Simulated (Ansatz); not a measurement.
Reaction (SMILES): ClB(Cl)Cl → B atom + 3 Cl atom
B3LYP-D3(BJ)/def2-TZVP geometries, fixed; electronic energies without zero-point terms.

How fast the atomisation energy converges with the basis for several methods (Ansatz, a first-principles code): deviation from each method's own reference, in kcal/mol. References: B2PLYP 321.31 kcal/mol, the value in pcseg-4; CCSD(T) 323.66 kcal/mol, Hartree-Fock in cc-pV(Q+d)Z plus the correlation part extrapolated as X^-3 from cc-pV(T+d)Z and cc-pV(Q+d)Z; HF 244.67 kcal/mol, the value in pcseg-4; MP2 344.02 kcal/mol, Hartree-Fock in aug-cc-pV(Q+d)Z plus the correlation part extrapolated as X^-3 from aug-cc-pV(T+d)Z and aug-cc-pV(Q+d)Z; PBE 335.54 kcal/mol, the value in pcseg-4; PBE0 329.22 kcal/mol, the value in pcseg-4. Cartesian d functions, on some or all atoms, in 6-31+G*, 6-311G**, 6-311+G**; all else is spherical. In correlated methods cores are frozen. Open shells are unrestricted. No added dispersion term, no relativity. 

| basis | functions | B2PLYP | CCSD(T) | HF | MP2 | PBE | PBE0 |
|---|---|---|---|---|---|---|---|
| STO-3G | 32 | 20.66 | -15.46 | [?] | -31.25 | 52.33 | 45.35 |
| 6-31+G* | 88 | -10.60 | -21.70 | [?] | -27.30 | -4.88 | -5.10 |
| 6-311G** | 99 | -10.04 | -21.35 | [?] | -25.65 | -4.28 | -4.42 |
| def2-SVPD | 101 | -4.77 | -18.45 | [?] | -19.84 | 1.34 | 1.63 |
| 6-311+G** | 115 | -8.38 | -18.16 | [?] | -22.72 | -3.39 | -3.31 |
| cc-pV(T+d)Z | 147 | -2.75 | -11.67 | [?] | -11.44 | 0.15 | -0.13 |
| def2-TZVPP | 157 | -1.95 | -10.54 | [?] | -10.29 | 1.03 | 0.44 |
| 6-311++G(3df,3pd) | 180 | 0.31 | -6.95 | [?] | -7.19 | 2.81 | 2.90 |
| jun-cc-pV(T+d)Z | 183 | -2.75 | -10.75 | [?] | -10.49 | -0.43 | -0.39 |
| def2-TZVPPD | 190 | -2.33 | -10.35 | [?] | -10.01 | 0.23 | 0.02 |
| pcseg-3 | 252 | -0.62 | -5.01 | [?] | -4.90 | 0.05 | 0.06 |
| def2-QZVPP | 267 | -0.91 | -4.87 | [?] | -4.92 | -0.16 | -0.17 |

Question: Some entries are withheld; supply them.

Answer: 
- STO-3G, HF: 39.67
- 6-31+G*, HF: -3.94
- 6-311G**, HF: -3.40
- def2-SVPD, HF: 2.56
- 6-311+G**, HF: -2.12
- cc-pV(T+d)Z, HF: -0.34
- def2-TZVPP, HF: -0.14
- 6-311++G(3df,3pd), HF: 2.71
- jun-cc-pV(T+d)Z, HF: -0.41
- def2-TZVPPD, HF: -0.25
- pcseg-3, HF: 0.26
- def2-QZVPP, HF: -0.23

Mean absolute deviation over 6-311G**, 6-311+G**, cc-pV(T+d)Z, def2-TZVPP, 6-311++G(3df,3pd), jun-cc-pV(T+d)Z, def2-TZVPPD: HF 1.34, PBE0 1.66, PBE 1.76, B2PLYP 4.07, CCSD(T) 12.82, MP2 13.97 kcal/mol.
